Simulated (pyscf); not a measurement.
HO–SiH(OH)–O–SiH₃ + H₂ → HO–SiH₂–OH + HO–SiH₃ (four-centre exchange; singlet surface; O–Si, H–H broken, H–Si, H–O formed). PySCF, gas phase, ωB97X-D3(BJ)/def2-SVP geometries. Energies in eV from the separated reactants.

```tsv
level	barrier	reaction energy
ωB97X-D3(BJ)/def2-TZVP	2.44	+1.29
r²SCAN/def2-TZVP	[?]	[?]
B3LYP-D3(BJ)/def2-TZVP	2.46	+1.25
PBE0-D3(BJ)/def2-TZVP	[?]	+1.17
ωB97M-D3(BJ)/def2-TZVP	2.40	+1.22
HF/def2-TZVP	3.21	+1.17
```

### Question
Some entries are withheld; supply them.

### Answer

- r²SCAN/def2-TZVP, barrier: 2.34
- r²SCAN/def2-TZVP, reaction energy: +1.27
- PBE0-D3(BJ)/def2-TZVP, barrier: 2.26

The functionals in the table span 0.19 eV in this barrier, from PBE0-D3(BJ) to B3LYP-D3(BJ). One saddle was located; it need not be the lowest between these sides.
